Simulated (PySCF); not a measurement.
Molecule: SMILES C=CC, C₃H₆.

Atom-mapped SMILES (the numbers label the heavy atoms): `[CH2:1]=[CH:2][CH3:3]`; H(Xn) means a hydrogen on atom n. Ha(C1) is cis to C3; Hb(C1) is trans to C3.

Geometry PBE0-D3(BJ)/def2-SVP throughout; GIAO in PySCF 2.14.0 with density-fitted response routines, gas phase, one conformer, non-relativistic; equivalent atoms averaged; functional PBE0.

For orientation, aug-cc-pVDZ gives these shifts δ (against TMS at the same level): C2 136.5, C1 115.0, C3 21.5, H(C2) 6.28, Hb(C1) 5.31, Ha(C1) 5.42, H(C3) 1.87 ppm.

A run gave: C2 141.9, C1 120.0, C3 21.4, H(C2) 6.21, Hb(C1) 5.18, Ha(C1) 5.31, H(C3) 1.79 ppm (shifts δ (against TMS at the same level)).

Problem. Which basis set was used in that run?
A. 6-31G*
B. pcSseg-1
C. 6-311+G(2d,p)
D. IGLO-III

Solution. C. C1 tells them apart best: 6-311+G(2d,p) gives 120.0, 6-31G* gives 112.9, pcSseg-1 gives 123.3, IGLO-III gives 124.3 ppm.
